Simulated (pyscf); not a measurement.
## Ring opening by addition: `[CH2]1[CH2][CH2]1` + `[NH2]` [doublet] → `[CH2][CH2][CH2][NH2]` [doublet]

Gas phase, doublet surface, charge 0. Bonds broken: C1–C2. Bonds formed: C1–N10. Optimised with ωB97X-D3(BJ)/def2-SVP in PySCF.

Transition state (Å):

```xyz
12

C      0.2378    -0.0218    -0.2359
C     -0.1238     1.7259     0.3302
C      1.1433     1.1988    -0.2104
H      0.0469    -0.3794    -1.2522
H      0.5844    -0.8133     0.4355
H     -0.8219     2.2592    -0.3179
H     -0.2709     1.8133     1.4084
H      1.4477     1.5869    -1.1912
H      1.9856     1.1529     0.4923
N     -1.5681    -0.4406     0.2307
H     -2.1243     0.2583    -0.2776
H     -1.6531    -0.1232     1.2045
```

One imaginary mode, 971i cm⁻¹; descent along it reached the two sides named, in the forms told below.

```json
[
 {"bond": "C1–C2", "change": "breaks", "reactant side (Å)": "1.506", "saddle": "1.872", "product side": "2.583"},
 {"bond": "C1–N10", "change": "forms", "reactant side (Å)": "3.1", "saddle": "1.912", "product side": "1.455"}
]
```

Electronic energies relative to the separated reactants (kcal/mol):

```
level                   barrier  reaction energy  reverse barrier
----------------------  -------  ---------------  ---------------
ωB97X-D3(BJ)/def2-TZVP     39.3            -27.5             66.9
PBE/def2-TZVP              29.1            -28.1             57.2
r²SCAN/def2-TZVP           33.6            -28.5             62.1
B3LYP-D3(BJ)/def2-TZVP     34.6            -28.7             63.3
PBE0-D3(BJ)/def2-TZVP      35.5            -29.0             64.5
M06-2X/def2-TZVP           39.5            -27.0             66.5
ωB97M-D3(BJ)/def2-TZVP     37.7            -27.7             65.4
HF/def2-TZVP               59.5            -20.9             80.4
```

With ωB97M-D3(BJ)/def2-TZVP energies and thermal terms (ideal gas, 1 atm, RRHO with modes under 100 cm⁻¹ raised to 100, one conformer, R ln 2 for chiral ones without a mode under 150 cm⁻¹), in kcal/mol:

```
T (K)   ΔH‡   ΔG‡     ΔH     ΔG
-----  ----  ----  -----  -----
298    38.8  47.8  -24.5  -16.2
600    39.1  56.9  -24.0   -8.1
900    39.7  65.6  -23.2   -0.3
1200   40.2  74.1  -22.2   +7.2
```

On the product side the descent ends in a point that may be a rotor saddle (no frequency run), 4.7 kcal/mol over the lowest minimum found and 62.2 kcal/mol under the saddle at ωB97X-D3(BJ)/def2-TZVP. From the product side, H₂C=CH₂ + •H₂C–NH₂ lies, by one bond made or cut, 47.3 kcal/mol under this saddle at ωB97M-D3(BJ)/def2-TZVP. cyclopropane lies 6.6 kcal/mol over its isomer H₂C=CH–CH₃ (electronic energy, ωB97M-D3(BJ)/def2-TZVP). One saddle was located; it need not be the lowest between these sides.
